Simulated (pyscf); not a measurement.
H₃C–Al(CH₃)–F + HF -> H₃C–Al(CH₃)–F + HF (four-centre exchange; singlet surface; Al–F, F–H broken, Al–F, F–H formed). PySCF, gas phase, ωB97X-D3(BJ)/def2-SVP geometries. Energies in kJ/mol from the separated reactants.

```tsv
level	barrier	reaction energy
PBE/def2-TZVP	…	0.0
r²SCAN/def2-TZVP	-56.1	0.0
PBE0-D3(BJ)/def2-TZVP	…	0.0
M06-2X/def2-TZVP	-48.3	0.0
ωB97M-D3(BJ)/def2-TZVP	-42.9	0.0
HF/def2-TZVP	3.8	0.0
```

Some entries are withheld; supply them.


- PBE/def2-TZVP, barrier: -51.4
- PBE0-D3(BJ)/def2-TZVP, barrier: -48.5

On the reactant side the descent ends in an adduct with a Al–F contact, 55.8 kJ/mol under the separated species and 11.0 kJ/mol under the saddle at ωB97X-D3(BJ)/def2-TZVP. On the product side the descent ends in an adduct with a Al–F contact, 55.8 kJ/mol under the separated species and 11.0 kJ/mol under the saddle at ωB97X-D3(BJ)/def2-TZVP. At PBE, r²SCAN, PBE0-D3(BJ), M06-2X, ωB97M-D3(BJ) the saddle lies under the separated reactants, which points to a path from their complex (located at ωB97X-D3(BJ) alone). At PBE, r²SCAN, PBE0-D3(BJ), M06-2X, ωB97M-D3(BJ) the saddle lies under the separated products, which points to a path from their complex (located at ωB97X-D3(BJ) alone). What is counted as formed (Al–F) is already present as a longer contact in the reactant adduct; forming that adduct is a step of its own. What is counted as broken (Al–F) persists as a longer contact in the product adduct; parting that adduct is a step of its own. This is the saddle that the search found; another between the same sides may lie lower.
